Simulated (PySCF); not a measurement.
## CH8Si2: core ionisation energies

Species: CH8Si2.
Cartesian coordinates in Å at the GFN2-xTB level; atoms count from 1:
```xyz
11
CH8Si2 angstrom
Si     1.4539    0.7305    0.0116
C      0.2263   -0.7106   -0.1298
Si    -1.6051   -0.2520    0.0697
H      2.8219    0.2310   -0.1644
H      1.1748    1.7232   -1.0276
H      1.3406    1.3535    1.3318
H      0.4820   -1.4617    0.6189
H      0.3644   -1.1945   -1.0978
H     -1.9932    0.7052   -0.9682
H     -1.8291    0.3355    1.3925
H     -2.4310   -1.4575   -0.0626
```

The calculation used PySCF, delta-SCF UKS SCAN, pcX-2 on the ionised atom, pcseg-1 elsewhere, spin-free X2C. These are vertical core ionisation energies against the vacuum level, from separate self-consistent calculations with and without the core hole.

Task: What binding energy does each computed site have?

Result: 
| atom(s) | bonded to | level | binding energy (eV) | 2p1/2 (eV) | count |
| --- | --- | --- | --- | --- | --- |
| Si1/Si3 | C and 3 H | Si 2p3/2 | 106.64 | 107.26 | 2 |
| Si1/Si3 | C and 3 H | Si 1s | 1846.35 | – | 2 |
| C2 | 2 H and 2 Si | C 1s | 289.92 | – | 1 |

Task: Which photon energy gives electrons from Si 1s of Si1/Si3 a kinetic energy of 100 eV, and what is their de Broglie wavelength?

Result: hν = 1846.35 + 100 = 1946.35 eV, recoil neglected; λ = 12.264 Å/√(E/eV) = 1.23 Å.

The first atom of each set that the bonding makes equivalent was ionised and stands for the set. For 2p shells one spin-free hole was relaxed; a mean-field spin–orbit operator and the ground-state splitting of the three 2p orbitals were then diagonalised within the shell. The shell's mean is (2 × 2p3/2 + 2p1/2)/3, and the degeneracies 2j + 1 give areas of 2:1. 2p1/2 minus 2p3/2 (ligand field included): Si 0.62 eV. Isolated species at its GFN2-xTB geometry, gas phase.

On an Arm Neoverse V1 with one thread, no GPU, shared host, this took 11 s wall.
